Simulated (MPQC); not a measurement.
**BH2F (SMILES [H]B([H])F) in MPQC**

Aim: energy and gradient of BH2F.

Program for the calculation: MPQC 2.3.1.

4 further runs of the same task are left out: 2 that didn't finish, 2 set aside as unsound or not needed.

### 1 The system as given

BH2F: 4 atoms, total charge 0, spin state singlet. SMILES: `[H]B([H])F`. The coordinates come from a GFN2-xTB relaxation.

Bond lengths: B1–F4 1.306 Å, B1–H2 1.171 Å, B1–H3 1.171 Å. Angles: H2–B1–F4 117.3°, H3–B1–F4 117.3°, H2–B1–H3 125.4°.

### 2 The input as written

run.in reads:

```
% emacs should use -*- KeyVal -*- mode
molecule<Molecule>: (
   symmetry = c1
   unit = angstrom
   { atoms geometry } = {
      B  [ 0.029990     0.049200     0.000600 ]
      H  [ 1.198420    -0.033970     0.015630 ]
      H  [ -0.578270     1.050180    -0.019450 ]
      F  [ -0.650140    -1.065400     0.003230 ]
   }
)
basis<GaussianBasisSet>: (
   name = "6-311++G**"
   molecule = $:molecule
   puream = yes
)
mpqc: (
   checkpoint = no
   savestate = no
   restart = no
   do_energy = yes
   do_gradient = yes
   optimize = no
   mole<MBPT2>: (
      molecule = $:molecule
      basis = $:basis
      memory = 1000000000
      method = mp
      nfzc = 2
      reference<CLHF>: (
         molecule = $:molecule
         basis = $:basis
         total_charge = 0
         memory = 1000000000
         print_evals = yes
         maxiter = 58
         level_shift = 200.0
         guess_wavefunction<CLHF>: (
            molecule = $:molecule
            total_charge = 0
            memory = 1000000000
            value_accuracy = 1e-3
            basis<GaussianBasisSet>: (
               name = "3-21G"
               molecule = $:molecule
            )
         )
      )
   )
)
```

Launch:

```sh
$ mpqc run.in > run.out
```

Log:

```text
MPQC: Massively Parallel Quantum Chemistry
                                   Version 2.3.1

  Using IntegralV3 by default for molecular integrals evaluation

      CLSCF::init: total charge = 0

      docc = [ 8 ]
      nbasis = 22

  CLSCF::init: total charge = 0

  docc = [ 8 ]
  nbasis = 58

  Molecular formula H2BF

  MPQC options:
    matrixkit     = <ReplSCMatrixKit>
    restart       = no
    checkpoint    = no
    savestate     = no
    do_energy     = yes
    do_gradient   = yes
    optimize      = no
    write_pdb     = no
    print_mole    = yes
    print_timings = yes
  Using symmetric orthogonalization.
  n(basis):            58
  Maximum orthogonalization residual = 6.98925
  Minimum orthogonalization residual = 0.00154304

    Using symmetric orthogonalization.
  n(basis):            58
  Maximum orthogonalization residual = 6.98925
  Minimum orthogonalization residual = 0.00154304

  Entered memgrp based MP2 routine
  Static memory used per node:    79608 Bytes
  Minimum memory required:        319288 Bytes
  Batch size:                     6
   npass  rest  nbasis  nshell  nfuncmax
    1      0     58       22       5
   nocc   nvir   nfzc   nfzv
    8      50     2      0

  SCF::compute: energy accuracy = 1.0000000e-08

  nuclear repulsion energy =   27.5083501634

  integral intermediate storage = 188841 bytes
  integral cache = 999783783 bytes
  Projecting guess wavefunction into the present basis set

      SCF::compute: energy accuracy = 1.0000000e-03

      nuclear repulsion energy =   27.5083501634

      integral intermediate storage = 26547 bytes
      integral cache = 999969405 bytes
      Starting from core Hamiltonian guess

      Using symmetric orthogonalization.
      n(basis):            22
      Maximum orthogonalization residual = 3.34758
      Minimum orthogonalization residual = 0.0432414
      Beginning iterations.  Basis is 3-21G.
      iter     1 energy = -123.0390749460 delta = 2.34545e-01
      iter     2 energy = -124.1265683737 delta = 1.49332e-01
      iter     3 energy = -124.5749584100 delta = 8.79741e-02
      iter     4 energy = -124.6432585407 delta = 1.90690e-02
      iter     5 energy = -124.6446292927 delta = 4.02281e-03
      iter     6 energy = -124.6447616633 delta = 1.51790e-03

      HOMO is     8   A =  -0.486447
      LUMO is     9   A =   0.114475

      total scf energy = -124.6447616633

      Projecting the guess density.

        The number of electrons in the guess density = 16
        The number of electrons in the projected density = 15.9833

  Beginning iterations.  Basis is 6-311++G**.
  iter     1 energy = -125.2838847297 delta = 6.45992e-02
  iter     2 energy = -125.2881481613 delta = 3.44150e-04
  iter     3 energy = -125.2915065859 delta = 3.15653e-04
  iter     4 energy = -125.2942897316 delta = 2.96610e-04
  iter     5 energy = -125.2966885316 delta = 2.79718e-04
  iter     6 energy = -125.2988031035 delta = 2.66937e-04
  iter     7 energy = -125.3007269473 delta = 2.56319e-04
  iter     8 energy = -125.3024723738 delta = 2.45481e-04
  iter     9 energy = -125.3040956346 delta = 2.37533e-04
  iter    10 energy = -125.3056092145 delta = 2.31114e-04
  [... 38 further iterations ...]
  iter    49 energy = -125.3344447462 delta = 1.20913e-04
  iter    50 energy = -125.3348249604 delta = 1.18789e-04
  iter    51 energy = -125.3351971622 delta = 1.17922e-04
  iter    52 energy = -125.3355602320 delta = 1.16033e-04
  iter    53 energy = -125.3359160189 delta = 1.15965e-04
  iter    54 energy = -125.3362638815 delta = 1.14689e-04
  iter    55 energy = -125.3366025020 delta = 1.12645e-04
  iter    56 energy = -125.3369335770 delta = 1.11288e-04
  iter    57 energy = -125.3372567985 delta = 1.09474e-04
  iter    58 energy = -125.3375734147 delta = 1.08663e-04

  A
        1  -26.28102    2.00000
        2   -7.66363    2.00000
        3   -1.61417    2.00000
        4   -0.78984    2.00000
        5   -0.70213    2.00000
        6   -0.66517    2.00000
        7   -0.62872    2.00000
        8   -0.48672    2.00000
        9    0.05215    0.00000
       10    0.06750    0.00000
[... 44 lines of this table left out ...]
       55    6.95937    0.00000
       56    7.11395    0.00000
       57   15.46106    0.00000
       58   68.77489    0.00000

  HOMO is     8   A =  -0.486722
  LUMO is     9   A =   0.052155

  total scf energy = -125.3375734147
ERROR: SC EXCEPTION RAISED:
terminate called after throwing an instance of 'sc::ToleranceExceeded'
```

Run time: 19 s. Hardware: 1 thread of Intel Xeon at 2.50GHz (Skylake/Cascade Lake), shared host; peak memory 0.49 GiB.

### 3 What went wrong

The iterations ended before the threshold was met.

The fault: the convergence aids are set badly. To mend it: level shift default in place of 200.
